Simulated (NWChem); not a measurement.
**C4H6S (2,3-dihydrothiophene): levels of theory compared**

Aim: a comparison of 4 runs (HF/STO-3G, HF/3-21G, B3LYP/6-31G*) of C4H6S (2,3-dihydrothiophene). 

Program for the calculation: NWChem 7.3.0.

2 further runs of the same task are left out: 2 set aside as unsound or not needed.

## 1. The structure to begin with

The species is C4H6S (11 atoms), meant as a singlet with charge 0. As SMILES, `C1=CSCC1`. The shape is that of a PBE0-D4/def2-TZVP optimisation. This is one conformer, not always the lowest.

Bond lengths: C1–C2 1.329 Å, C2–S3 1.749 Å, S3–C4 1.823 Å, C1–C5 1.500 Å, C4–C5 1.528 Å, C1–H6 1.083 Å, C2–H7 1.082 Å, C4–H8 1.089 Å, C4–H9 1.092 Å, C5–H10 1.099 Å, C5–H11 1.093 Å. Some angles: C1–C2–S3 115.0°, C2–C1–C5 114.2°, C2–S3–C4 90.3°, S3–C4–C5 106.7°, C1–C5–C4 106.3°, C1–C2–H7 126.2°, S3–C2–H7 118.7°, C2–C1–H6 123.2°, C5–C1–H6 122.4°, S3–C4–H8 109.2°.

## 2. Energy and gradient at HF/STO-3G (run 1)

The input, c4h6s.nw:

```
start c4h6s
title "C4H6S"
memory 2200 mb

geometry units atomic noautosym nocenter noautoz
 C      0.53006818     1.99970819    -0.70694654
 C      2.39371608     1.43430213     0.88004546
 S      2.30678868    -1.63555796     2.10137545
 C     -0.90385601    -2.03410120     0.91670614
 C     -1.22643225    -0.15779213    -1.25326637
 H      0.37265399     3.80930992    -1.64991988
 H      3.93554363     2.66356897     1.42069610
 H     -1.17786629    -3.99318027     0.34733166
 H     -2.20039710    -1.60040905     2.46325800
 H     -0.70751346    -1.02782204    -3.06570269
 H     -3.19873941     0.43444804    -1.41502692
end

basis spherical bse
 * library STO-3G
end

scf
 thresh 1e-08
 maxiter 80
end

task scf gradient
```

The run is started by

```console
$ nwchem c4h6s.nw > c4h6s.out
```

Log:

```text
[...]
  functions       =    35
[...]
  wavefunction    = RHF
[...]
         Total SCF energy =   -546.276638841833
      One-electron energy =  -1187.456638840425
      Two-electron energy =    423.018004196650
 Nuclear repulsion energy =    218.161995801942
        Time for solution =      4.2s
[...]
                         RHF ENERGY GRADIENTS
    atom               coordinates                        gradient
                 x          y          z           x          y          z
   1 C       0.530068   1.999708  -0.706947   -0.040714  -0.013732  -0.020992
   2 C       2.393716   1.434302   0.880045    0.018879  -0.010233   0.019653
   3 S       2.306789  -1.635558   2.101375    0.004634   0.007545  -0.003548
   4 C      -0.903856  -2.034101   0.916706   -0.015403   0.013623  -0.018309
   5 C      -1.226432  -0.157792  -1.253266    0.022632   0.004151   0.020559
   6 H       0.372654   3.809310  -1.649920    0.003004   0.002668   0.000256
   7 H       3.935544   2.663569   1.420696    0.002054  -0.002104   0.001418
   8 H      -1.177866  -3.993180   0.347332    0.003709  -0.003245   0.000489
   9 H      -2.200397  -1.600409   2.463258    0.002292   0.002521   0.005792
  10 H      -0.707513  -1.027822  -3.065703    0.002604  -0.001220  -0.005477
  11 H      -3.198739   0.434448  -1.415027   -0.003692   0.000026   0.000159
[...]
```

Run time: 5.4 s. Hardware: 1 thread of AMD EPYC 7B13 (Zen 3), shared host; peak memory 0.097 GiB.

## 3. Energy and gradient at HF/3-21G (run 2)

The input, run.xyz:

```xyz
11

C      0.280500     1.058200    -0.374100
C      1.266700     0.759000     0.465700
S      1.220700    -0.865500     1.112000
C     -0.478300    -1.076400     0.485100
C     -0.649000    -0.083500    -0.663200
H      0.197200     2.015800    -0.873100
H      2.082600     1.409500     0.751800
H     -0.623300    -2.113100     0.183800
H     -1.164400    -0.846900     1.303500
H     -0.374400    -0.543900    -1.622300
H     -1.692700     0.229900    -0.748800
```

The input, run.nw:

```
START run
memory 2200 mb

GEOMETRY units angstroms noautosym nocenter noautoz
   load run.xyz
END

BASIS spherical bse
   * library 3-21G
END

SCF
   thresh 1e-08
   maxiter 80
END

TASK scf gradient
```

The run is started by

```console
$ nwchem run.nw > run.out
```

Log:

```text
[...]
  functions       =    61
[...]
  wavefunction    = RHF
[...]
         Total SCF energy =   -549.635446782511
      One-electron energy =  -1187.564303133786
      Two-electron energy =    419.766844842673
 Nuclear repulsion energy =    218.162011508602
        Time for solution =      4.0s
[...]
                         RHF ENERGY GRADIENTS
    atom               coordinates                        gradient
                 x          y          z           x          y          z
   1 C       0.530068   1.999708  -0.706946   -0.022233  -0.012942  -0.007910
   2 C       2.393716   1.434302   0.880045    0.002056  -0.045863   0.021501
   3 S       2.306789  -1.635558   2.101375   -0.027796   0.033024  -0.025588
   4 C      -0.903856  -2.034101   0.916706    0.034216   0.019534  -0.002622
   5 C      -1.226432  -0.157792  -1.253266    0.016012   0.001602   0.018160
   6 H       0.372654   3.809310  -1.649920    0.000235   0.008548  -0.004528
   7 H       3.935543   2.663569   1.420696    0.009376   0.004560   0.003719
   8 H      -1.177866  -3.993180   0.347332   -0.001107  -0.008189  -0.001156
   9 H      -2.200397  -1.600409   2.463258   -0.005031   0.000911   0.007262
  10 H      -0.707513  -1.027822  -3.065702    0.000875  -0.002438  -0.007113
  11 H      -3.198739   0.434448  -1.415027   -0.006602   0.001254  -0.001725
[...]
```

It took 5.4 s on 1 thread of AMD EPYC 7B13 (Zen 3), shared host; peak memory 0.1 GiB.

Run 3 isn't shown in full; the table further down has it.

## 4. Energy and gradient at B3LYP/6-31G(d) (Cartesian functions) (run 4)

The input, c4h6s.nw:

```
start c4h6s
title "C4H6S gradient"
memory stack 880 mb heap 220 mb global 1100 mb

geometry noautosym nocenter noautoz
C      0.280500     1.058200    -0.374100
C      1.266700     0.759000     0.465700
S      1.220700    -0.865500     1.112000
C     -0.478300    -1.076400     0.485100
C     -0.649000    -0.083500    -0.663200
H      0.197200     2.015800    -0.873100
H      2.082600     1.409500     0.751800
H     -0.623300    -2.113100     0.183800
H     -1.164400    -0.846900     1.303500
H     -0.374400    -0.543900    -1.622300
H     -1.692700     0.229900    -0.748800
end

basis
C library 6-31G*
S library 6-31G*
H library 6-31G*
end

dft
xc b3lyp
grid fine
convergence energy 1e-08
iterations 100
mulliken
print medium
end

task dft gradient
```

The run is started by

```console
$ nwchem c4h6s.nw > c4h6s.out
```

Log, shortened:

```text
[...]
          Wavefunction type:  closed shell.
          No. of atoms     :    11
          No. of electrons :    46
[...]
          Charge           :     0
          Spin multiplicity:     1
[...]
          AO basis - number of functions:    91
[...]
              XC Information
              --------------
                         B3LYP Method XC Potential
                     Hartree-Fock (Exact) Exchange  0.200
                        Slater Exchange Functional  0.800 local
                    Becke 1988 Exchange Functional  0.720 non-local
              Lee-Yang-Parr Correlation Functional  0.810
                  VWN I RPA Correlation Functional  0.190 local
[...]
 d= 0,ls=0.0,diis     1   -554.1487079480 -7.72D+02  7.95D-03  6.04D-01     3.5
[...]
 d= 0,ls=0.0,diis    10   -554.2031336311 -2.01D-09  2.47D-07  5.53D-10    27.3
         Total DFT energy =     -554.203133631145
      One electron energy =    -1192.015220053068
           Coulomb energy =      469.321960762086
    Exchange-Corr. energy =      -49.671885848765
 Nuclear repulsion energy =      218.162011508602
[...]
      Total Density - Mulliken Population Analysis
     ---------------------------------------------
[...]
  wavefunction    = closed shell
                         DFT ENERGY GRADIENTS
    atom               coordinates                        gradient
                 x          y          z           x          y          z
   1 C       0.530068   1.999708  -0.706946    0.001947  -0.006461   0.003883
   2 C       2.393716   1.434302   0.880045   -0.006265  -0.008378  -0.000776
   3 S       2.306789  -1.635558   2.101375   -0.011399   0.010576  -0.009537
   4 C      -0.903856  -2.034101   0.916706    0.007070   0.005254  -0.001012
   5 C      -1.226432  -0.157792  -1.253266    0.004056  -0.000991   0.004969
   6 H       0.372654   3.809310  -1.649920    0.000510  -0.001693   0.001040
   7 H       3.935543   2.663569   1.420696   -0.001447  -0.001129  -0.000622
   8 H      -1.177866  -3.993180   0.347332    0.001060   0.001830   0.000385
   9 H      -2.200397  -1.600409   2.463258    0.001966   0.000052  -0.000948
  10 H      -0.707513  -1.027822  -3.065702    0.000041   0.001288   0.002025
  11 H      -3.198739   0.434448  -1.415027    0.002461  -0.000347   0.000592
[...]
```

It took 33 s on 1 thread of AMD EPYC 7B13 (Zen 3), shared host; peak memory 0.12 GiB.

## 5. The series

| run | level | iteration cap | module | energy (Eh) | dipole moment (D) | HOMO energy (eV) | LUMO energy (eV) | wall time |
| --- | --- | --- | --- | --- | --- | --- | --- | --- |
| 1 | HF/STO-3G | 80 | scf | -546.276639 | 0.70 | -5.94 | 8.80 | 5.4 s |
| 2 | HF/3-21G | 80 | scf | -549.635447 | 2.07 | -8.25 | 4.72 | 5.4 s |
| 3 | B3LYP/6-31G* (spherical functions) | 100 | dft | -554.197320 | – | – | – | 58 s |
| 4 | B3LYP/6-31G* (Cartesian functions) | 100 | dft | -554.203134 | 1.66 | -5.41 | 0.51 | 33 s |

## 6. Summary of results

| quantity | value |
| --- | --- |
| run 4: total energy | -554.20313 Eh |
| run 4: dipole moment | 1.66 D |
| run 4: HOMO energy | -5.41 eV |
| run 4: LUMO energy | 0.51 eV |
| run 4: HOMO–LUMO gap | 5.92 eV |
| run 4: largest force on an atom | 0.938 eV/Å |

**Reading.** Over runs 1, 2, 4 the dipole moment (its size) runs from 0.70 D (HF/STO-3G) to 2.07 D (HF/3-21G). Over runs 1, 2, 4 the HOMO–LUMO gap runs from 5.92 eV (B3LYP/6-31G*) to 14.74 eV (HF/STO-3G). The two ends differ in method and basis. In run 1 the basis is minimal, so the values are rough. All runs together took 1.7 min, the longest 58 s.
